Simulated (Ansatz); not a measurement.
# AlH₂O (quartet): PBE, r2SCAN, PBE0, B3LYP, wB97M-V, B2PLYP over vertical spin and charge gaps, cc-pVTZ, part 1 of 2

Aim: run AlH₂O (quartet) with these functionals over vertical spin and charge gaps, and hold them against the top wave-function level at the same points.

Program: Ansatz 0.2.0, Gaussian basis. Level of theory: cc-pVTZ, all electrons in the functionals, frozen cores in the correlation of double hybrids and RPA. These are calculated values, not measurements.

Plan: PBE, r2SCAN, PBE0, B3LYP, wB97M-V, B2PLYP, at charge 0, quartet; charge 0, doublet; charge 0, sextet; charge 1, triplet; charge 1, quintet.

15 further runs of the same task are left out: 10 for a known fault of the program, 5 set aside as unsound or not needed.

## (1) The geometry

The geometry is a PBE0/def2-TZVP stationary point (not a proven minimum).

4 atoms, charge 0, spin multiplicity 4.

Atoms are counted from 1 here; the program's logs count them from 0.

Bond lengths: Al1–O2 1.747 Å, Al1–H3 1.777 Å, Al1–H4 1.777 Å. Angles: O2–Al1–H3 65.9°, O2–Al1–H4 65.9°, H3–Al1–H4 131.8°.

Geometry (Å):

```xyz
4
AlH2O
Al    0.0000    0.0000    0.6535
O     0.0000    0.0000   -1.0930
H     0.0000   -1.6221   -0.0723
H     0.0000    1.6221   -0.0723
```

No dispersion term is added; wB97M-V holds VV10 nonlocal correlation. B3LYP takes the VWN-RPA correlation.

The geometry shown and the zero of energy belong to the point charge 0, quartet. The yardstick, UCCSDT(Q), and other wave-function levels (R restricted, U unrestricted, valence and pair active spaces) come from earlier runs.

## (2) PBE, charge 0, quartet

The input, in.yaml:

```yaml
crystal:
  periodic: [false, false, false]
  atoms:
    - {symbol: Al, position_ang: [0.000000, 0.000000, 0.653528]}
    - {symbol: O, position_ang: [0.000000, 0.000000, -1.093006]}
    - {symbol: H, position_ang: [0.000000, -1.622098, -0.072304]}
    - {symbol: H, position_ang: [0.000000, 1.622098, -0.072304]}
basis:
  gaussian: {orbitals: cc-pVTZ}
magnetization: {spin_polarized: true, initial_magnetization: 3}
hamiltonian: {xc: {name: PBE}}
output: {orbitals: {seedname: orbitals}}
```

Launch:

```sh
$ ansatz run in.yaml --threads 2 --pin off --events-out ev --progress --plain --max-ram 15360MiB --backend cuda --devices 0, --max-vram 18GiB
```

Log, cut to the lines that bear on the results:

```text
Functional definition: PBE
  name "PBE"
  cite "Perdew, Burke & Ernzerhof, Phys. Rev. Lett. 77, 3865 (1996) doi:10.1103/PhysRevLett.77.3865"
  parent pbe
[...]
560 factors; their error is unknown
[...]
mean field -8666.08373109 eV, -318.4727030349 hartree, gradient 2.1e-5 eV, S^2 3.760531; 4 other end points of the search recorded, 0 dependent functions left out
reference -8666.08376855 eV, -318.4727044118 hartree; 13, 10 occupied and 79, 82 virtual orbitals, 560 factors
Total energy: -8666.08376855 eV, -318.4727044118 hartree
```

Run time: 2.1 s. Hardware: 1 × H100 (card shared with other runs) with 2 threads of AMD EPYC 7R13, shared host; peak host memory 0.77 GiB.

From the report: ⟨S²⟩ of the determinant 3.761 (pure quartet: 3.75).

## (3) PBE, charge 0, doublet

Changes to in.yaml since step 2:

```diff
@@ -9,3 +9,3 @@
   gaussian: {orbitals: cc-pVTZ}
-magnetization: {spin_polarized: true, initial_magnetization: 3}
+magnetization: {spin_polarized: true, initial_magnetization: 1}
 hamiltonian: {xc: {name: PBE}}
```

The command is unchanged.

Log, cut to the lines that bear on the results:

```text
Functional definition: PBE
  name "PBE"
  cite "Perdew, Burke & Ernzerhof, Phys. Rev. Lett. 77, 3865 (1996) doi:10.1103/PhysRevLett.77.3865"
  parent pbe
[...]
560 factors; their error is unknown
[...]
mean field -8667.41234581 eV, -318.5215287253 hartree, gradient 1.2e-5 eV, S^2 0.797879; 7 other end points of the search recorded, 0 dependent functions left out
reference -8667.41238087 eV, -318.5215300139 hartree; 12, 11 occupied and 80, 81 virtual orbitals, 560 factors
Total energy: -8667.41238087 eV, -318.5215300139 hartree
```

Wall time 2.6 s (1 × H100 (card shared with other runs) with 2 threads of AMD EPYC 7R13, shared host); peak host memory 0.77 GiB.

From the report: ⟨S²⟩ of the determinant 0.798 (pure doublet: 0.75).

From charge 0, quartet: -1.329 eV.

## (4) PBE, charge 0, sextet

Changes to in.yaml since step 3:

```diff
@@ -9,3 +9,3 @@
   gaussian: {orbitals: cc-pVTZ}
-magnetization: {spin_polarized: true, initial_magnetization: 1}
+magnetization: {spin_polarized: true, initial_magnetization: 5}
 hamiltonian: {xc: {name: PBE}}
```

Same command.

Log, cut to the lines that bear on the results:

```text
Functional definition: PBE
  name "PBE"
  cite "Perdew, Burke & Ernzerhof, Phys. Rev. Lett. 77, 3865 (1996) doi:10.1103/PhysRevLett.77.3865"
  parent pbe
[...]
560 factors; their error is unknown
[...]
mean field -8661.40092831 eV, -318.3006132070 hartree, gradient 3.6e-5 eV, S^2 8.755973; 4 other end points of the search recorded, 0 dependent functions left out
reference -8661.40096888 eV, -318.3006146977 hartree; 14, 9 occupied and 78, 83 virtual orbitals, 560 factors
Total energy: -8661.40096888 eV, -318.3006146977 hartree
```

Wall time 1.7 s (1 × H100 (card shared with other runs) with 2 threads of AMD EPYC 7R13, shared host); peak host memory 0.77 GiB.

From the report: ⟨S²⟩ of the determinant 8.756 (pure sextet: 8.75).

From charge 0, quartet: +4.683 eV.

## (5) PBE, charge 1, triplet

Changes to in.yaml since step 4:

```diff
@@ -9,3 +9,4 @@
   gaussian: {orbitals: cc-pVTZ}
-magnetization: {spin_polarized: true, initial_magnetization: 5}
+total_charge: 1
+magnetization: {spin_polarized: true, initial_magnetization: 2}
 hamiltonian: {xc: {name: PBE}}
```

Same command.

Log, cut to the lines that bear on the results:

```text
Functional definition: PBE
  name "PBE"
  cite "Perdew, Burke & Ernzerhof, Phys. Rev. Lett. 77, 3865 (1996) doi:10.1103/PhysRevLett.77.3865"
  parent pbe
[...]
560 factors; their error is unknown
[...]
mean field -8657.92877534 eV, -318.1730139388 hartree, gradient 9.4e-6 eV, S^2 2.008838; 12 other end points of the search recorded, 0 dependent functions left out
reference -8657.92881406 eV, -318.1730153619 hartree; 12, 10 occupied and 80, 82 virtual orbitals, 560 factors
Total energy: -8657.92881406 eV, -318.1730153619 hartree
```

Run time: 2.6 s. Hardware: 1 × H100 (card shared with other runs) with 2 threads of AMD EPYC 7R13, shared host; peak host memory 0.77 GiB.

From the report: ⟨S²⟩ of the determinant 2.009 (pure triplet: 2.00).

From charge 0, quartet: +8.155 eV.

## (6) PBE, charge 1, quintet

Changes to in.yaml since step 5:

```diff
@@ -10,3 +10,3 @@
 total_charge: 1
-magnetization: {spin_polarized: true, initial_magnetization: 2}
+magnetization: {spin_polarized: true, initial_magnetization: 4}
 hamiltonian: {xc: {name: PBE}}
```

The command is unchanged.

Log, cut to the lines that bear on the results:

```text
Functional definition: PBE
  name "PBE"
  cite "Perdew, Burke & Ernzerhof, Phys. Rev. Lett. 77, 3865 (1996) doi:10.1103/PhysRevLett.77.3865"
  parent pbe
[...]
560 factors; their error is unknown
[...]
mean field -8655.12324593 eV, -318.0699126346 hartree, gradient 1.5e-5 eV, S^2 6.007406; 4 other end points of the search recorded, 0 dependent functions left out
reference -8655.12328691 eV, -318.0699141406 hartree; 13, 9 occupied and 79, 83 virtual orbitals, 560 factors
Total energy: -8655.12328691 eV, -318.0699141406 hartree
```

Run time: 1.6 s. Hardware: 1 × H100 (card shared with other runs) with 2 threads of AMD EPYC 7R13, shared host; peak host memory 0.77 GiB.

From the report: ⟨S²⟩ of the determinant 6.007 (pure quintet: 6.00).

From charge 0, quartet: +10.960 eV.

## (7) r2SCAN, charge 0, quartet

Changes to in.yaml since step 6:

```diff
@@ -9,5 +9,3 @@
   gaussian: {orbitals: cc-pVTZ}
-total_charge: 1
-magnetization: {spin_polarized: true, initial_magnetization: 4}
-hamiltonian: {xc: {name: PBE}}
-output: {orbitals: {seedname: orbitals}}
+magnetization: {spin_polarized: true, initial_magnetization: 3}
+hamiltonian: {xc: {name: r2SCAN}}
```

Launched as before.

Log, cut to the lines that bear on the results:

```text
Functional definition: r2SCAN
  name "r2SCAN"
  cite "Furness, Kaplan, Ning, Perdew & Sun, J. Phys. Chem. Lett. 11, 8208 (2020) doi:10.1021/acs.jpclett.0c02405"
  cite "Furness, Kaplan, Ning, Perdew & Sun, J. Phys. Chem. Lett. 11, 9248 (2020) doi:10.1021/acs.jpclett.0c03077"
  parent r2scan
[...]
560 factors; their error is unknown
[...]
mean field -8670.33353620 eV, -318.6288804922 hartree, gradient 4.2e-5 eV, S^2 3.775940; 4 other end points of the search recorded, 0 dependent functions left out
reference -8670.33355161 eV, -318.6288810584 hartree; 13, 10 occupied and 79, 82 virtual orbitals, 560 factors
Total energy: -8670.33355161 eV, -318.6288810584 hartree
```

It took 2.4 s on 1 × H100 (card shared with other runs) with 2 threads of AMD EPYC 7R13, shared host; peak host memory 0.79 GiB.

From the report: ⟨S²⟩ of the determinant 3.776 (pure quartet: 3.75).

## (8) r2SCAN, charge 0, doublet

Changes to in.yaml since step 7:

```diff
@@ -9,3 +9,3 @@
   gaussian: {orbitals: cc-pVTZ}
-magnetization: {spin_polarized: true, initial_magnetization: 3}
+magnetization: {spin_polarized: true, initial_magnetization: 1}
 hamiltonian: {xc: {name: r2SCAN}}
```

Same command.

Log, cut to the lines that bear on the results:

```text
Functional definition: r2SCAN
  name "r2SCAN"
  cite "Furness, Kaplan, Ning, Perdew & Sun, J. Phys. Chem. Lett. 11, 8208 (2020) doi:10.1021/acs.jpclett.0c02405"
  cite "Furness, Kaplan, Ning, Perdew & Sun, J. Phys. Chem. Lett. 11, 9248 (2020) doi:10.1021/acs.jpclett.0c03077"
  parent r2scan
[...]
560 factors; their error is unknown
[...]
mean field -8671.49752673 eV, -318.6716563554 hartree, gradient 4.5e-5 eV, S^2 0.921010; 3 other end points of the search recorded, 0 dependent functions left out
reference -8671.49754126 eV, -318.6716568893 hartree; 12, 11 occupied and 80, 81 virtual orbitals, 560 factors
Total energy: -8671.49754126 eV, -318.6716568893 hartree
```

Wall time 2.3 s (1 × H100 (card shared with other runs) with 2 threads of AMD EPYC 7R13, shared host); peak host memory 0.79 GiB.

From the report: ⟨S²⟩ of the determinant 0.921 (pure doublet: 0.75).

From charge 0, quartet: -1.164 eV.

## (9) r2SCAN, charge 0, sextet

Changes to in.yaml since step 8:

```diff
@@ -9,3 +9,3 @@
   gaussian: {orbitals: cc-pVTZ}
-magnetization: {spin_polarized: true, initial_magnetization: 1}
+magnetization: {spin_polarized: true, initial_magnetization: 5}
 hamiltonian: {xc: {name: r2SCAN}}
```

Launched as before.

Log, cut to the lines that bear on the results:

```text
Functional definition: r2SCAN
  name "r2SCAN"
  cite "Furness, Kaplan, Ning, Perdew & Sun, J. Phys. Chem. Lett. 11, 8208 (2020) doi:10.1021/acs.jpclett.0c02405"
  cite "Furness, Kaplan, Ning, Perdew & Sun, J. Phys. Chem. Lett. 11, 9248 (2020) doi:10.1021/acs.jpclett.0c03077"
  parent r2scan
[...]
560 factors; their error is unknown
[...]
mean field -8665.99955925 eV, -318.4696097769 hartree, gradient 7.9e-6 eV, S^2 8.763013; 1 other end points of the search recorded, 0 dependent functions left out
reference -8665.99957498 eV, -318.4696103552 hartree; 14, 9 occupied and 78, 83 virtual orbitals, 560 factors
Total energy: -8665.99957498 eV, -318.4696103552 hartree
```

Wall time 2.9 s (1 × H100 (card shared with other runs) with 2 threads of AMD EPYC 7R13, shared host); peak host memory 0.79 GiB.

From the report: ⟨S²⟩ of the determinant 8.763 (pure sextet: 8.75).

From charge 0, quartet: +4.334 eV.

## (10) r2SCAN, charge 1, triplet

Changes to in.yaml since step 9:

```diff
@@ -9,3 +9,4 @@
   gaussian: {orbitals: cc-pVTZ}
-magnetization: {spin_polarized: true, initial_magnetization: 5}
+total_charge: 1
+magnetization: {spin_polarized: true, initial_magnetization: 2}
 hamiltonian: {xc: {name: r2SCAN}}
```

The command is unchanged.

Log, cut to the lines that bear on the results:

```text
Functional definition: r2SCAN
  name "r2SCAN"
  cite "Furness, Kaplan, Ning, Perdew & Sun, J. Phys. Chem. Lett. 11, 8208 (2020) doi:10.1021/acs.jpclett.0c02405"
  cite "Furness, Kaplan, Ning, Perdew & Sun, J. Phys. Chem. Lett. 11, 9248 (2020) doi:10.1021/acs.jpclett.0c03077"
  parent r2scan
[...]
560 factors; their error is unknown
[...]
mean field -8661.99256483 eV, -318.3223554480 hartree, gradient 1.3e-5 eV, S^2 2.020517; 5 other end points of the search recorded, 0 dependent functions left out
reference -8661.99258052 eV, -318.3223560247 hartree; 12, 10 occupied and 80, 82 virtual orbitals, 560 factors
Total energy: -8661.99258052 eV, -318.3223560247 hartree
```

Wall time 2.3 s (1 × H100 (card shared with other runs) with 2 threads of AMD EPYC 7R13, shared host); peak host memory 0.79 GiB.

From the report: ⟨S²⟩ of the determinant 2.021 (pure triplet: 2.00).

From charge 0, quartet: +8.341 eV.

## (11) r2SCAN, charge 1, quintet

Changes to in.yaml since step 10:

```diff
@@ -10,3 +10,3 @@
 total_charge: 1
-magnetization: {spin_polarized: true, initial_magnetization: 2}
+magnetization: {spin_polarized: true, initial_magnetization: 4}
 hamiltonian: {xc: {name: r2SCAN}}
```

Same command.

Log, cut to the lines that bear on the results:

```text
Functional definition: r2SCAN
  name "r2SCAN"
  cite "Furness, Kaplan, Ning, Perdew & Sun, J. Phys. Chem. Lett. 11, 8208 (2020) doi:10.1021/acs.jpclett.0c02405"
  cite "Furness, Kaplan, Ning, Perdew & Sun, J. Phys. Chem. Lett. 11, 9248 (2020) doi:10.1021/acs.jpclett.0c03077"
  parent r2scan
[...]
560 factors; their error is unknown
[...]
mean field -8659.63403848 eV, -318.2356812034 hartree, gradient 1.6e-5 eV, S^2 6.015429; 1 other end points of the search recorded, 0 dependent functions left out
reference -8659.63405330 eV, -318.2356817478 hartree; 13, 9 occupied and 79, 83 virtual orbitals, 560 factors
Total energy: -8659.63405330 eV, -318.2356817478 hartree
```

Wall time 2 s (1 × H100 (card shared with other runs) with 2 threads of AMD EPYC 7R13, shared host); peak host memory 0.79 GiB.

From the report: ⟨S²⟩ of the determinant 6.015 (pure quintet: 6.00).

From charge 0, quartet: +10.699 eV.

## (12) PBE0, charge 0, quartet

Changes to in.yaml since step 11:

```diff
@@ -9,4 +9,4 @@
   gaussian: {orbitals: cc-pVTZ}
-total_charge: 1
-magnetization: {spin_polarized: true, initial_magnetization: 4}
-hamiltonian: {xc: {name: r2SCAN}}
+magnetization: {spin_polarized: true, initial_magnetization: 3}
+hamiltonian: {xc: {name: PBE0}}
+output: {orbitals: {seedname: orbitals}}
```

Launched as before.

Log, cut to the lines that bear on the results:

```text
Functional definition: PBE0
  name "PBE0"
  cite "Adamo & Barone, J. Chem. Phys. 110, 6158 (1999) doi:10.1063/1.478522"
  cite "Perdew, Burke & Ernzerhof, Phys. Rev. Lett. 77, 3865 (1996) doi:10.1103/PhysRevLett.77.3865"
  parent pbe
[...]
572 factors; their error is unknown
[...]
mean field -8666.39774471 eV, -318.4842428226 hartree, gradient 1.3e-5 eV, S^2 3.772210; 1 other end points of the search recorded, 0 dependent functions left out
reference -8666.39777249 eV, -318.4842438436 hartree; 13, 10 occupied and 79, 82 virtual orbitals, 572 factors
Total energy: -8666.39777249 eV, -318.4842438436 hartree
```

Run time: 1.5 s. Hardware: 1 × H100 (card shared with other runs) with 2 threads of AMD EPYC 7R13, shared host; peak host memory 0.79 GiB.

From the report: ⟨S²⟩ of the determinant 3.772 (pure quartet: 3.75).

## (13) PBE0, charge 0, doublet

Changes to in.yaml since step 12:

```diff
@@ -9,3 +9,3 @@
   gaussian: {orbitals: cc-pVTZ}
-magnetization: {spin_polarized: true, initial_magnetization: 3}
+magnetization: {spin_polarized: true, initial_magnetization: 1}
 hamiltonian: {xc: {name: PBE0}}
```

Same command.

Log, cut to the lines that bear on the results:

```text
Functional definition: PBE0
  name "PBE0"
  cite "Adamo & Barone, J. Chem. Phys. 110, 6158 (1999) doi:10.1063/1.478522"
  cite "Perdew, Burke & Ernzerhof, Phys. Rev. Lett. 77, 3865 (1996) doi:10.1103/PhysRevLett.77.3865"
  parent pbe
[...]
572 factors; their error is unknown
[...]
mean field -8667.68045278 eV, -318.5313814747 hartree, gradient 3.0e-5 eV, S^2 0.813987; 3 other end points of the search recorded, 0 dependent functions left out
reference -8667.68047902 eV, -318.5313824392 hartree; 12, 11 occupied and 80, 81 virtual orbitals, 572 factors
Total energy: -8667.68047902 eV, -318.5313824392 hartree
```

Wall time 2 s (1 × H100 (card shared with other runs) with 2 threads of AMD EPYC 7R13, shared host); peak host memory 0.79 GiB.

From the report: ⟨S²⟩ of the determinant 0.814 (pure doublet: 0.75).

From charge 0, quartet: -1.283 eV.

## (14) PBE0, charge 0, sextet

Changes to in.yaml since step 13:

```diff
@@ -9,3 +9,3 @@
   gaussian: {orbitals: cc-pVTZ}
-magnetization: {spin_polarized: true, initial_magnetization: 1}
+magnetization: {spin_polarized: true, initial_magnetization: 5}
 hamiltonian: {xc: {name: PBE0}}
```

Launched as before.

Log, cut to the lines that bear on the results:

```text
Functional definition: PBE0
  name "PBE0"
  cite "Adamo & Barone, J. Chem. Phys. 110, 6158 (1999) doi:10.1063/1.478522"
  cite "Perdew, Burke & Ernzerhof, Phys. Rev. Lett. 77, 3865 (1996) doi:10.1103/PhysRevLett.77.3865"
  parent pbe
[...]
572 factors; their error is unknown
[...]
mean field -8662.03758326 eV, -318.3240098448 hartree, gradient 1.8e-5 eV, S^2 8.760748; 1 other end points of the search recorded, 0 dependent functions left out
reference -8662.03761366 eV, -318.3240109621 hartree; 14, 9 occupied and 78, 83 virtual orbitals, 572 factors
Total energy: -8662.03761366 eV, -318.3240109621 hartree
```

Run time: 3.2 s. Hardware: 1 × H100 (card shared with other runs) with 2 threads of AMD EPYC 7R13, shared host; peak host memory 0.79 GiB.

From the report: ⟨S²⟩ of the determinant 8.761 (pure sextet: 8.75).

From charge 0, quartet: +4.360 eV.

## (15) PBE0, charge 1, triplet

Changes to in.yaml since step 14:

```diff
@@ -9,3 +9,4 @@
   gaussian: {orbitals: cc-pVTZ}
-magnetization: {spin_polarized: true, initial_magnetization: 5}
+total_charge: 1
+magnetization: {spin_polarized: true, initial_magnetization: 2}
 hamiltonian: {xc: {name: PBE0}}
```

The command is unchanged.

Log, cut to the lines that bear on the results:

```text
Functional definition: PBE0
  name "PBE0"
  cite "Adamo & Barone, J. Chem. Phys. 110, 6158 (1999) doi:10.1063/1.478522"
  cite "Perdew, Burke & Ernzerhof, Phys. Rev. Lett. 77, 3865 (1996) doi:10.1103/PhysRevLett.77.3865"
  parent pbe
[...]
572 factors; their error is unknown
[...]
mean field -8658.17834577 eV, -318.1821854831 hartree, gradient 1.0e-5 eV, S^2 2.017254; 2 other end points of the search recorded, 0 dependent functions left out
reference -8658.17837492 eV, -318.1821865541 hartree; 12, 10 occupied and 80, 82 virtual orbitals, 572 factors
Total energy: -8658.17837492 eV, -318.1821865541 hartree
```

Wall time 2 s (1 × H100 (card shared with other runs) with 2 threads of AMD EPYC 7R13, shared host); peak host memory 0.79 GiB.

From the report: ⟨S²⟩ of the determinant 2.017 (pure triplet: 2.00).

From charge 0, quartet: +8.219 eV.

## (16) PBE0, charge 1, quintet

Changes to in.yaml since step 15:

```diff
@@ -10,3 +10,3 @@
 total_charge: 1
-magnetization: {spin_polarized: true, initial_magnetization: 2}
+magnetization: {spin_polarized: true, initial_magnetization: 4}
 hamiltonian: {xc: {name: PBE0}}
```

Same command.

Log, cut to the lines that bear on the results:

```text
Functional definition: PBE0
  name "PBE0"
  cite "Adamo & Barone, J. Chem. Phys. 110, 6158 (1999) doi:10.1063/1.478522"
  cite "Perdew, Burke & Ernzerhof, Phys. Rev. Lett. 77, 3865 (1996) doi:10.1103/PhysRevLett.77.3865"
  parent pbe
[...]
572 factors; their error is unknown
[...]
mean field -8655.70911647 eV, -318.0914429800 hartree, gradient 1.8e-5 eV, S^2 6.013607; 1 other end points of the search recorded, 0 dependent functions left out
reference -8655.70914723 eV, -318.0914441103 hartree; 13, 9 occupied and 79, 83 virtual orbitals, 572 factors
Total energy: -8655.70914723 eV, -318.0914441103 hartree
```

Run time: 1.6 s. Hardware: 1 × H100 (card shared with other runs) with 2 threads of AMD EPYC 7R13, shared host; peak host memory 0.79 GiB.

From the report: ⟨S²⟩ of the determinant 6.014 (pure quintet: 6.00).

From charge 0, quartet: +10.689 eV.

## (17) B3LYP, charge 0, quartet

Changes to in.yaml since step 16:

```diff
@@ -9,5 +9,3 @@
   gaussian: {orbitals: cc-pVTZ}
-total_charge: 1
-magnetization: {spin_polarized: true, initial_magnetization: 4}
-hamiltonian: {xc: {name: PBE0}}
-output: {orbitals: {seedname: orbitals}}
+magnetization: {spin_polarized: true, initial_magnetization: 3}
+hamiltonian: {xc: {name: B3LYP}}
```

Launched as before.

Log, cut to the lines that bear on the results:

```text
Functional definition: B3LYP
  name "B3LYP"
  cite "Stephens, Devlin, Chabalowski & Frisch, J. Phys. Chem. 98, 11623 (1994) doi:10.1021/j100096a001"
  cite "Becke, Phys. Rev. A 38, 3098 (1988) doi:10.1103/PhysRevA.38.3098"
  cite "Lee, Yang & Parr, Phys. Rev. B 37, 785 (1988) doi:10.1103/PhysRevB.37.785"
  cite "Vosko, Wilk & Nusair, Can. J. Phys. 58, 1200 (1980) doi:10.1139/p80-159"
[...]
572 factors; their error is unknown
[...]
mean field -8672.47453895 eV, -318.7075608921 hartree, gradient 7.5e-6 eV, S^2 3.768632; 1 other end points of the search recorded, 0 dependent functions left out
reference -8672.47474580 eV, -318.7075684937 hartree; 13, 10 occupied and 79, 82 virtual orbitals, 572 factors
Total energy: -8672.47474580 eV, -318.7075684937 hartree
```

Wall time 1.8 s (1 × H100 (card shared with other runs) with 2 threads of AMD EPYC 7R13, shared host); peak host memory 0.79 GiB.

From the report: ⟨S²⟩ of the determinant 3.769 (pure quartet: 3.75).

## (18) B3LYP, charge 0, doublet

Changes to in.yaml since step 17:

```diff
@@ -9,3 +9,3 @@
   gaussian: {orbitals: cc-pVTZ}
-magnetization: {spin_polarized: true, initial_magnetization: 3}
+magnetization: {spin_polarized: true, initial_magnetization: 1}
 hamiltonian: {xc: {name: B3LYP}}
```

The command is unchanged.

Log, cut to the lines that bear on the results:

```text
Functional definition: B3LYP
  name "B3LYP"
  cite "Stephens, Devlin, Chabalowski & Frisch, J. Phys. Chem. 98, 11623 (1994) doi:10.1021/j100096a001"
  cite "Becke, Phys. Rev. A 38, 3098 (1988) doi:10.1103/PhysRevA.38.3098"
  cite "Lee, Yang & Parr, Phys. Rev. B 37, 785 (1988) doi:10.1103/PhysRevB.37.785"
  cite "Vosko, Wilk & Nusair, Can. J. Phys. 58, 1200 (1980) doi:10.1139/p80-159"
[...]
572 factors; their error is unknown
[...]
mean field -8673.82305918 eV, -318.7571180963 hartree, gradient 3.7e-5 eV, S^2 0.797272; 3 other end points of the search recorded, 0 dependent functions left out
reference -8673.82326595 eV, -318.7571256952 hartree; 12, 11 occupied and 80, 81 virtual orbitals, 572 factors
Total energy: -8673.82326595 eV, -318.7571256952 hartree
```

Run time: 1.8 s. Hardware: 1 × H100 (card shared with other runs) with 2 threads of AMD EPYC 7R13, shared host; peak host memory 0.78 GiB.

From the report: ⟨S²⟩ of the determinant 0.797 (pure doublet: 0.75).

From charge 0, quartet: -1.349 eV.

(Continued in part 2 of 2.)
